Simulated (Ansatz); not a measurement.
The input, for Ansatz 0.2.0:

```yaml
crystal:
  periodic: [false, false, false]
  atoms:
    - {symbol: H, position_ang: [-2.698691, 0.047936, 0.000000]}
    - {symbol: H, position_ang: [-1.314691, 0.047936, 0.000000]}
    - {symbol: Si, position_ang: [0.125309, 0.047936, 0.000000]}
    - {symbol: H, position_ang: [0.521743, -1.431577, 0.000000]}
basis:
  gaussian: {orbitals: 6-31G}
magnetization: {spin_polarized: false, initial_magnetization: 1}
correlation: {method: sc_nevpt2, electrons: outside_noble_gas, active_space: {window: {electrons: 3, orbitals: 3}}}
```

```sh
$ ansatz run in.yaml --threads 1 --pin off --events-out ev --progress --plain --max-ram 2393MiB
```

The program prints:

```
236 factors; integrals over basis functions are off by at most 3.9e-4 eV
mean field evaluation 1: about -7902.1778 eV, gradient 7.4e0 eV
mean field evaluation 2: about -7902.1795 eV, gradient 7.4e0 eV
mean field evaluation 4: about -7903.2888 eV, gradient 2.5e0 eV
mean field evaluation 8: about -7903.4529 eV, gradient 1.7e-1 eV
mean field evaluation 16: about -7903.4533 eV, gradient 1.1e-6 eV
mean field -7903.45328577 eV, -290.4465510992 hartree, gradient 1.1e-6 eV, S^2 0.750000; 1 other end points of the search recorded, 0 dependent functions left out
reference -7903.45328577 eV, -290.4465510992 hartree; 9, 8 occupied and 10, 11 virtual orbitals, 236 factors
state -7903.88932699 eV, -290.4625753182 hartree
state -7903.88932699 eV, -290.4625753182 hartree; corrected -7904.80841669 eV, -290.4963512417 hartree
state -7903.75986232 eV, -290.4578175794 hartree
state -7903.75986232 eV, -290.4578175794 hartree; corrected -7904.78668485 eV, -290.4955526112 hartree
state -7903.88932699 eV, -290.4625753182 hartree; corrected -7904.80841669 eV, -290.4963512417 hartree
Total energy: -7904.80841669 eV, -290.4963512417 hartree
```

For the same geometry and basis full CI lies 498.7 meV lower.

Ran on 1 thread of Arm Neoverse V2, shared host: 0.15 s wall, 0.16 GiB peak host memory.
